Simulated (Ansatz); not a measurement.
# PSi2: the cost of one run

Program: Ansatz 0.2.0, Gaussian basis. Level of theory: cc-pVTZ, core rule «outside noble gas», up to 15 orbitals frozen. These are calculated values, not measurements.

The runs, in order: UHF; CCSD(T) on ROHF; CCSD(T) on UHF; BCCD(T) on ROHF; CCSDT(Q) on ROHF; CCSDT(Q) on UHF; CASSCF and NEVPT2, 13 electrons in 12 orbitals.

5 further runs of the same task are left out: 3 for a known fault of the program, 2 set aside as unsound or not needed.

## 1. The geometry

The geometry is a PBE0/def2-TZVP stationary point (not a proven minimum).

3 atoms, charge 0, spin multiplicity 2.

Atoms are counted from 1 here; the program's logs count them from 0.

Bond lengths: Si1–P2 2.098 Å, P2–Si3 2.098 Å. Angles: Si1–P2–Si3 117.5°.

## 2. UHF

in.yaml

```yaml
crystal:
  periodic: [false, false, false]
  atoms:
    - {symbol: Si, position_ang: [0.000000, -0.386578, 1.794001]}
    - {symbol: P, position_ang: [0.000000, 0.701061, 0.000000]}
    - {symbol: Si, position_ang: [0.000000, -0.386578, -1.794001]}
basis:
  gaussian: {orbitals: cc-pVTZ}
magnetization: {spin_polarized: true, initial_magnetization: 1}
hamiltonian: {xc: hf}
output: {orbitals: {seedname: orbitals}}
```

Started as:

```sh
$ ansatz run in.yaml --threads 1 --pin off --events-out ev --progress --plain --max-ram 4096MiB --backend cpu
```

Q: Estimate wall time and peak memory on 1 thread of AMD EPYC 7R13, shared host.

About 13 s, with a peak of 0.34 GiB.
